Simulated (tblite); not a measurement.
Isomers of C4H4F2. Method: GFN2-xTB as coded in tblite; computed harmonic values from a numerical Hessian at the method's own geometry, unscaled. Against measured fundamentals such values can be off by several per cent, at times by over 20. One conformer each.

Electronic energies: GFN2-xTB at the same geometries; isomer energies are rough at this level and their order can be wrong.

```csv
SMILES,"electronic energy, lowest = 0 (kJ/mol)"
C=C/C(F)=C\F,16.0
FCC1(F)C=C1,113.4
F/C=C/C=C/F,0.0
```

Q: How do GFN2-xTB zero-point energies change the relative energies?

A: 
```csv
SMILES,ZPE (kJ/mol),of it from modes above 1550 cm⁻¹,electronic (kJ/mol),"with ZPE, lowest = 0 (kJ/mol)",lowest mode (cm⁻¹),rings
F/C=C/C=C/F,177.5,94.0,0.0,0.0,111,0
C=C/C(F)=C\F,177.2,94.5,16.0,15.7,120,0
FCC1(F)C=C1,175.9,84.4,113.4,111.8,50,1
```

The zero-point energies span 1.6 kJ/mol, from `FCC1(F)C=C1` to `F/C=C/C=C/F`. The order is unchanged.

Q: What do entropy and thermal enthalpy add at 298.15 K and 1 bar (rigid rotor, harmonic oscillator, one conformer each)?

A: 
```json
{"SMILES": "F/C=C/C=C/F", "point group": "C2h", "symmetry number": "2", "S (J/(mol K))": "322.6", "H − H(0) (kJ/mol)": "19.02", "ZPE + H − H(0) − TS (kJ/mol)": "100.3"}
{"SMILES": "C=C/C(F)=C\\F", "point group": "Cs", "symmetry number": "1", "S (J/(mol K))": "326.7", "H − H(0) (kJ/mol)": "18.75", "ZPE + H − H(0) − TS (kJ/mol)": "98.5"}
{"SMILES": "FCC1(F)C=C1", "point group": "Cs", "symmetry number": "1", "S (J/(mol K))": "327.0", "H − H(0) (kJ/mol)": "18.30", "ZPE + H − H(0) − TS (kJ/mol)": "96.7"}
```
